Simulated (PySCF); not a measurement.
PySCF input (r2SCAN/def2-TZVP):

```python
import numpy as np, basis_set_exchange as bse
from pyscf import gto, scf, dft, df

basis = {'C': gto.basis.parse(bse.get_basis('def2-TZVP', elements=['C'], fmt='nwchem')), 'H': gto.basis.parse(bse.get_basis('def2-TZVP', elements=['H'], fmt='nwchem')), 'O': gto.basis.parse(bse.get_basis('def2-TZVP', elements=['O'], fmt='nwchem'))}
mol = gto.M(
    atom='''
    O     1.18305207    0.34569777    0.00221414
    C    -0.01560079    0.64877161   -0.00691488
    C    -0.95954357   -0.64362375    0.00203245
    H    -0.38234312   -1.58832861    0.01484689
    H    -1.61996547   -0.59478565    0.87932223
    H    -1.61124183   -0.61335505   -0.88258769
    ''',
    basis=basis,
    charge=-1,
    verbose=4,
    max_memory=8640,
)
mf = dft.RKS(mol, xc='r2scan')
mf = mf.density_fit(auxbasis=df.autoaux(mol))
mf.conv_tol = 1e-9
mf.max_cycle = 100
mf.grids.atom_grid = (50, 194)
mf.grids.prune = None
print('smallest overlap eigenvalue', np.linalg.eigvalsh(mol.intor('int1e_ovlp'))[0])
mf.kernel()
dip = mf.dip_moment()
```

Output:

```
PySCF version 2.14.0

[INPUT] verbose = 4
[INPUT] num. atoms = 6
[INPUT] num. electrons = 24
[INPUT] charge = -1
[INPUT] spin (= nelec alpha-beta = 2S) = 0
[INPUT] symmetry False subgroup None
[INPUT] Mole.unit = angstrom
[INPUT] Symbol           X                Y                Z      unit          X                Y                Z       unit  Magmom
[INPUT]  1 O      1.183052070000   0.345697770000   0.002214140000 AA    2.235644403400   0.653274107173   0.004184118201 Bohr   0.0
[INPUT]  2 C     -0.015600790000   0.648771610000  -0.006914880000 AA   -0.029481220427   1.226000660293  -0.013067229384 Bohr   0.0
[INPUT]  3 C     -0.959543570000  -0.643623750000   0.002032450000 AA   -1.813274551887  -1.216272614766   0.003840773862 Bohr   0.0
[INPUT]  4 H     -0.382343120000  -1.588328610000   0.014846890000 AA   -0.722523782412  -3.001506068711   0.028056555902 Bohr   0.0
[INPUT]  5 H     -1.619965470000  -0.594785650000   0.879322230000 AA   -3.061291069552  -1.123981981321   1.661678189942 Bohr   0.0
[INPUT]  6 H     -1.611241830000  -0.613355050000  -0.882587690000 AA   -3.044805779143  -1.159073061619  -1.667849015013 Bohr   0.0

nuclear repulsion = 61.4553382717917
number of shells = 45
number of NR pGTOs = 162
number of NR cGTOs = 111
basis = {'C': [[0, [13575.349682, 0.00022245814352], [2035.233368, 0.0017232738252], [463.22562359, 0.0089255715314], [131.20019598, 0.035727984502], [42.853015891, 0.11076259931], [15.584185766, 0.24295627626]], [0, [6.2067138508, 0.41440263448], [2.5764896527, 0.23744968655]], [0, [0.57696339419, 1.0]], [0, [0.22972831358, 1.0]], [0, [0.095164440028, 1.0]], [1, [34.697232244, 0.0053333657805], [7.9582622826, 0.035864109092], [2.3780826883, 0.14215873329], [0.81433208183, 0.34270471845]], [1, [0.28887547253, 0.46445822433]], [1, [0.10056823671, 0.24955789874]], [2, [1.097, 1.0]], [2, [0.318, 1.0]], [3, [0.761, 1.0]]], 'H': [[0, [34.061341, 0.0060251978], [5.1235746, 0.045021094], [1.1646626, 0.20189726]], [0, [0.32723041, 1.0]], [0, [0.10307241, 1.0]], [1, [0.8, 1.0]]], 'O': [[0, [27032.382631, 0.00021726302465], [4052.3871392, 0.0016838662199], [922.3272271, 0.0087395616265], [261.24070989, 0.035239968808], [85.354641351, 0.11153519115], [31.035035245, 0.25588953961]], [0, [12.260860728, 0.39768730901], [4.9987076005, 0.2462784943]], [0, [1.1703108158, 1.0]], [0, [0.46474740994, 1.0]], [0, [0.18504536357, 1.0]], [1, [63.274954801, 0.0060685103418], [14.627049379, 0.041912575824], [4.4501223456, 0.16153841088], [1.5275799647, 0.35706951311]], [1, [0.52935117943, 0.44794207502]], [1, [0.1747842127, 0.24446069663]], [2, [2.314, 1.0]], [2, [0.645, 1.0]], [3, [1.428, 1.0]]]}
ecp = {}
ETB for O: l = 0, exps = 0.3495684254 * 1.8^n , n = 0..15
ETB for O: l = 1, exps = 0.3495684254 * 1.8^n , n = 0..12
ETB for O: l = 2, exps = 0.3495684254 * 1.8^n , n = 0..11
ETB for O: l = 3, exps = 0.8197842127 * 2.2^n , n = 0..6
ETB for O: l = 4, exps = 1.29 * 2.2^n , n = 0..2
ETB for C: l = 0, exps = 0.190328880056 * 1.8^n , n = 0..15
ETB for C: l = 1, exps = 0.195732676738 * 1.8^n , n = 0..12
ETB for C: l = 2, exps = 0.20113647342 * 1.8^n , n = 0..11
ETB for C: l = 3, exps = 0.41856823671 * 2.2^n , n = 0..6
ETB for C: l = 4, exps = 0.636 * 2.2^n , n = 0..2
ETB for H: l = 0, exps = 0.20614482 * 1.8^n , n = 0..10
ETB for H: l = 1, exps = 0.90307241 * 2^n , n = 0..2
ETB for H: l = 2, exps = 1.6 * 2.2^n , n = 0..0
smallest overlap eigenvalue 0.0009272269360020616

******** <class 'pyscf.df.df_jk.DFRKS'> ********
method = DFRKS
initial guess = minao
damping factor = 0
level_shift factor = 0
DIIS = <class 'pyscf.scf.diis.CDIIS'>
diis_start_cycle = 1
diis_space = 8
diis_damp = 0
SCF conv_tol = 1e-09
SCF conv_tol_grad = None
SCF max_cycles = 100
direct_scf = False
XC library pyscf.dft.libxc version 7.1.2
    S. Lehtola, C. Steigemann, M. J. T. Oliveira, and M. A. L. Marques,  SoftwareX 7, 1–5 (2018)
XC functionals = r2scan
    J. W. Furness, A. D. Kaplan, J. Ning, J. P. Perdew, and J. Sun,  J. Phys. Chem. Lett. 11, 8208–8215 (2020)
    J. W. Furness, A. D. Kaplan, J. Ning, J. P. Perdew, and J. Sun,  J. Phys. Chem. Lett. 11, 9248–9248 (2020)
    J. W. Furness, A. D. Kaplan, J. Ning, J. P. Perdew, and J. Sun,  J. Phys. Chem. Lett. 11, 8208–8215 (2020)
    J. W. Furness, A. D. Kaplan, J. Ning, J. P. Perdew, and J. Sun,  J. Phys. Chem. Lett. 11, 9248–9248 (2020)
radial grids:
    Treutler-Ahlrichs [JCP 102, 346 (1995); DOI:10.1063/1.469408] (M4) radial grids

becke partition: Becke, JCP 88, 2547 (1988); DOI:10.1063/1.454033
pruning grids: None
grids dens level: 3
symmetrized grids: False
atomic radii adjust function: <function treutler_atomic_radii_adjust>
User specified grid scheme (50, 194)
small_rho_cutoff = 0
Set gradient conv threshold to 3.16228e-05
Initial guess from minao.
tot grids = 58200
init E= -153.172100854387
  HOMO = -0.211088917519326  LUMO = -0.100812607444116  gap/eV = 3.00077
cycle= 1 E= -152.97272675303  delta_E= 0.199  |g|= 0.876  |ddm|=    2
  HOMO = 0.243264530332596  LUMO = 0.316360266705357  gap/eV = 1.98904
cycle= 2 E= -151.30112545395  delta_E= 1.67  |g|= 2.55  |ddm|= 80.7
  HOMO = 0.115426906980275  LUMO = 0.205061963217627  gap/eV = 2.43909
cycle= 3 E= -153.114015598206  delta_E= -1.81  |g|= 0.376  |ddm|= 77.7
  HOMO = 0.0915089286474924  LUMO = 0.189671352142714  gap/eV = 2.67114
cycle= 4 E= -153.140767739249  delta_E= -0.0268  |g|= 0.221  |ddm|= 0.786
  HOMO = 0.111361243148831  LUMO = 0.208162411324018  gap/eV = 2.63409
cycle= 5 E= -153.152140880203  delta_E= -0.0114  |g|= 0.0446  |ddm|= 1.98
  HOMO = 0.104193979726119  LUMO = 0.200068112183605  gap/eV = 2.60887
cycle= 6 E= -153.152684596878  delta_E= -0.000544  |g|= 0.0232  |ddm|= 0.621
  HOMO = 0.10551921862659  LUMO = 0.201807433591433  gap/eV = 2.62014
cycle= 7 E= -153.152802699042  delta_E= -0.000118  |g|= 0.00518  |ddm|= 0.187
  HOMO = 0.104560976538075  LUMO = 0.200828935961393  gap/eV = 2.61958
cycle= 8 E= -153.152809986772  delta_E= -7.29e-06  |g|= 0.000836  |ddm|= 0.0508
  HOMO = 0.10444533560748  LUMO = 0.200731510541129  gap/eV = 2.62008
cycle= 9 E= -153.152810179823  delta_E= -1.93e-07  |g|= 0.000184  |ddm|= 0.00684
  HOMO = 0.104415101127657  LUMO = 0.20070450743216  gap/eV = 2.62017
cycle= 10 E= -153.152810189284  delta_E= -9.46e-09  |g|= 4.01e-05  |ddm|= 0.000693
  HOMO = 0.104413663798219  LUMO = 0.200702512113558  gap/eV = 2.62015
cycle= 11 E= -153.15281018972  delta_E= -4.36e-10  |g|= 5.92e-06  |ddm|= 0.000118
  HOMO = 0.104411595569058  LUMO = 0.200700358710279  gap/eV = 2.62015
Extra cycle  E= -153.152810189718  delta_E= 2.5e-12  |g|= 6.57e-06  |ddm|= 8.19e-05
converged SCF energy = -153.152810189718

WARN: System has nonzero charge -1; the dipole moment is origin-dependent.
Location of origin: [0. 0. 0.]

Dipole moment(X, Y, Z, Debye): -0.94193, -2.12026,  0.01768
```
